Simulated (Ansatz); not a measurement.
```yaml
crystal:
  periodic: [false, false, false]
  atoms:
    - {symbol: Al, position_ang: [0.000000, 0.000000, -2.155091]}
    - {symbol: Al, position_ang: [0.000000, 0.000000, 0.242260]}
    - {symbol: F, position_ang: [0.000000, 0.000000, 1.912831]}
basis:
  gaussian: {orbitals: def2-TZVP}
magnetization: {spin_polarized: true, initial_magnetization: 3}
hamiltonian: {xc: pbe0}
relax: {f_tol: 0.004, max_steps: 80}
```

```sh
$ ansatz run in.yaml --threads 1 --pin off --events-out ev --progress --plain --max-ram 2176MiB
```

Steps of the relaxation (energy above the last step; positions in Å, forces in eV/Å):

```
3
step 1, 25.0 meV
Al    0.000    0.000   -2.155    0.000    0.000    0.563
Al    0.000    0.000    0.242    0.000    0.000    0.084
F     0.000    0.000    1.913    0.000    0.000   -0.647
```

```
3
step 2, 2.8 meV
Al    0.000    0.000   -2.111    0.000    0.000   -0.015
Al    0.000    0.000    0.225    0.000    0.000    0.408
F     0.000    0.000    1.886    0.000    0.000   -0.393
```

```
3
step 3, 0.2 meV
Al    0.000    0.000   -2.108    0.000    0.000   -0.017
Al    0.000    0.000    0.229    0.000    0.000    0.116
F     0.000    0.000    1.879    0.000    0.000   -0.098
```

```
3
step 4, 0.0 meV
Al    0.000    0.000   -2.108    0.000    0.000   -0.001
Al    0.000    0.000    0.230    0.000    0.000    0.002
F     0.000    0.000    1.877    0.000    0.000    0.000
```

Close pairs at the end: Al2–F3 1.647 Å, Al1–Al2 2.338 Å.

A stationary point of unrestricted PBE0 after 4 steps, with ⟨S²⟩ = 3.756 against 3.75 for a pure state; no frequencies were run, so it isn't proven a minimum. 18 s on 1 thread of Arm Neoverse V1, shared host.
